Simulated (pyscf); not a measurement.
Structures and frequencies: ωB97X-D3(BJ)/def2-SVP in PySCF.

Task: H₃Si–N(SiH₃)–SiH₃ + H₂ → H₃Si–NH–SiH₃ + SiH₄
Surface: singlet. Broken: N–Si, H–H. Formed: H–N, H–Si. Give ΔE‡ and ΔE from ωB97M-D3(BJ)/def2-TZVP, relative to the separated reactants.

Result: ΔE‡ = 53.0 kcal/mol, ΔE = +8.2 kcal/mol. Zero-point energy shifts the barrier by +2.3 kcal/mol. It is a four-centre exchange, with an imaginary mode of 1374i cm⁻¹. One saddle was located; it need not be the lowest between these sides.
